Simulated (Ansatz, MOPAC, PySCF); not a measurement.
Molecule: C₂H₅S, net charge 0, doublet state. SMILES: C[CH]S
Geometry from a B3LYP-D3(BJ)/def2-TZVP (Ansatz, an electronic-structure program) optimisation:
```
C
H 1 1.0800
C 1 1.4873 2 121.01
H 3 1.0916 1 110.45 2 37.93
H 3 1.0934 4 107.87 1 -122.15
H 3 1.0995 4 107.14 5 -114.80
S 1 1.7329 2 118.12 3 -161.68
H 7 1.3427 1 97.92 2 -17.22
```
Charge 0, spin multiplicity 2.

Unscaled harmonic wavenumbers (cm⁻¹) in rising order, each level at the stationary point that it reaches from this structure (no distance between atoms moves by over 0.3 Å); the order of modes can differ between levels, and a negative number is imaginary. B3LYP-D3(BJ)/def2-TZVP (PySCF, at the structure above): 124, 219, 305, 391, 735, 900, 1011, 1042, 1140, 1303, 1413, 1472, 1487, 2675, 2960, 3040, 3086, 3199.

AM1 (MOPAC): 127, 286, 302, 671, 772, 972, 1014, 1083, 1232, 1362, 1374, 1379, 1456, 2030, 3027, 3041, 3133, 3218. Zero-point energy 37.9 against 37.9 kcal/mol; where all levels lie over 400 cm⁻¹, the wavenumbers are on average 0.999 times those of B3LYP-D3(BJ)/def2-TZVP.

PM3 (MOPAC): 114, 255, 314, 584, 715, 914, 962, 1031, 1165, 1253, 1376, 1383, 1430, 1701, 3053, 3065, 3100, 3154. Zero-point energy 36.6 against 37.9 kcal/mol; where all levels lie over 400 cm⁻¹, the wavenumbers are on average 0.961 times those of B3LYP-D3(BJ)/def2-TZVP.

HF/6-31G* (Ansatz): 149, 206, 324, 524, 760, 985, 1096, 1124, 1230, 1427, 1564, 1625, 1634, 2921, 3174, 3242, 3275, 3363. Zero-point energy 40.9 against 37.9 kcal/mol; where all levels lie over 400 cm⁻¹, the wavenumbers are on average 1.080 times those of B3LYP-D3(BJ)/def2-TZVP.
